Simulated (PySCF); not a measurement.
## How well do the runs reproduce experiment for C7H5N?

**What was measured.**

NIST CCCBDB Release 22 (SRD 101), experimental dipoles lists, for the gas: dipole moment (microwave Stark effect, vibrational ground state) 4.515 ± 0.0068 D.

NIST CCCBDB Release 22 (SRD 101), experimental polarizabilities lists, for the gas: mean polarisability 11.981 Å³.

The runs below try to reproduce these values; the comparison stands at the end.

C₇H₅N.
SMILES with atom numbers: `[N:1]#[C:2][c:3]1[cH:4][cH:5][cH:6][cH:7][cH:8]1` (hydrogens: H9 on C4; H10 on C5; H11 on C6; H12 on C7; H13 on C8)

Cartesian coordinates in Å at the GFN2-xTB level; atoms count from 1:
```
atom  x, y, z in Å
N1     3.5601    0.6270    0.0347
C2     2.4310    0.4290    0.0240
C3     1.0380    0.1836    0.0098
C4     0.1431    1.2500    0.1008
C5    -1.2161    1.0024    0.0857
C6    -1.6866   -0.2974   -0.0210
C7    -0.7974   -1.3573   -0.1106
C8     0.5644   -1.1245   -0.0940
H9     0.5206    2.2586    0.1818
H10   -1.9113    1.8255    0.1583
H11   -2.7497   -0.4850   -0.0342
H12   -1.1670   -2.3687   -0.1926
H13    1.2664   -1.9426   -0.1606
```

The PySCF runs (gas phase, on this GFN2-xTB geometry; no spin–orbit coupling):

```
            level                                                                job  basis functions  wall time
wB97X-D/def2-SVPD  8 singlets by full TDDFT, 3 Tamm–Dancoff triplets, polarisability              200       33 s
```

Hardware: Arm Neoverse V1, one thread, no GPU (shared host).

## Comparison

**Dipole moment.** Measured: 4.515 D (NIST CCCBDB Release 22 (SRD 101), experimental dipoles).

```
            level  computed (D)  computed − measured (D)  % (from the printed values)
wB97X-D/def2-SVPD         4.709                   +0.194                           +4
```

The computed dipoles belong to one fixed geometry; measured ones are averaged over vibrations unless marked μe. Magnitudes are compared, not signs.

**Mean polarisability.** Measured: 11.981 Å³ (NIST CCCBDB Release 22 (SRD 101), experimental polarizabilities).

```json
{"level": "wB97X-D/def2-SVPD", "computed (Å³)": "12.298", "computed − measured (Å³)": "+0.317", "% (from the printed values)": "+3"}
```

The computed values are static and purely electronic, with core orbitals frozen in the response (1 au = 0.148185 Å³). The table of measured values doesn't say here whether a value is static or optical, or holds a vibrational part.

The geometry is computed, not the measured one. Where a level misses, the cause wasn't examined.
